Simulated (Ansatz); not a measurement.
in.yaml

```yaml
crystal:
  periodic: [false, false, false]
  atoms:
    - {symbol: C, position_ang: [-0.120441, 0.000000, 0.000000]}
    - {symbol: H, position_ang: [-0.483646, 1.027301, 0.000000]}
    - {symbol: H, position_ang: [-0.483646, -0.513650, 0.889668]}
    - {symbol: H, position_ang: [-0.483646, -0.513650, -0.889669]}
    - {symbol: H, position_ang: [0.892559, 0.000000, 0.000000]}
    - {symbol: H, position_ang: [1.993559, 0.000000, 0.000000]}
basis:
  gaussian: {orbitals: 6-31G}
magnetization: {spin_polarized: false, initial_magnetization: 1}
correlation: {method: fic_mrcisd_q, electrons: outside_noble_gas, active_space: {window: {electrons: 3, orbitals: 3}}}
```

```sh
$ ansatz run in.yaml --threads 1 --pin off --events-out ev --progress --plain --max-ram 2393MiB
```

Output:

```
287 factors; integrals over basis functions are off by at most 3.9e-4 eV
mean field evaluation 1: about -1104.7277 eV, gradient 1.6e1 eV
mean field evaluation 2: about -1104.7238 eV, gradient 1.6e1 eV
mean field evaluation 4: about -1105.7873 eV, gradient 2.2e0 eV
mean field evaluation 8: about -1105.8220 eV, gradient 7.1e-3 eV
mean field -1105.82197951 eV, -40.6382081938 hartree, gradient 5.1e-6 eV, S^2 0.750000; 0 other end points of the search recorded, 0 dependent functions left out
reference -1105.82197951 eV, -40.6382081938 hartree; 6, 5 occupied and 13, 14 virtual orbitals, 287 factors
state -1106.25117316 eV, -40.6539807696 hartree
contracted CI cycle   1: correlation 0.00000000 eV, 0.0000000000 hartree, residual 1.37e1 eV
contracted CI cycle   2: correlation -2.66849743 eV, -0.0980654717 hartree, residual 2.61e0 eV
contracted CI cycle   3: correlation -2.78124364 eV, -0.1022088187 hartree, residual 6.72e-1 eV
contracted CI cycle   4: correlation -2.78981182 eV, -0.1025236936 hartree, residual 1.74e-1 eV
contracted CI cycle   5: correlation -2.79042679 eV, -0.1025462931 hartree, residual 5.44e-2 eV
contracted CI cycle   6: correlation -2.79048749 eV, -0.1025485238 hartree, residual 1.85e-2 eV
contracted CI cycle   7: correlation -2.79049400 eV, -0.1025487631 hartree, residual 5.21e-3 eV
contracted CI cycle   8: correlation -2.79049450 eV, -0.1025487815 hartree, residual 1.53e-3 eV
contracted CI cycle   9: correlation -2.79049454 eV, -0.1025487830 hartree, residual 4.70e-4 eV
state -1106.25117316 eV, -40.6539807696 hartree; corrected -1109.17442132 eV, -40.7614081579 hartree
Total energy: -1109.17442132 eV, -40.7614081579 hartree
```

Natural occupations: 1.9826 1.0000 0.0175.

For the same geometry and basis full CI lies 17.5 meV lower.

Ran on 1 thread of Arm Neoverse V1, shared host: 0.27 s wall, 0.17 GiB peak host memory.
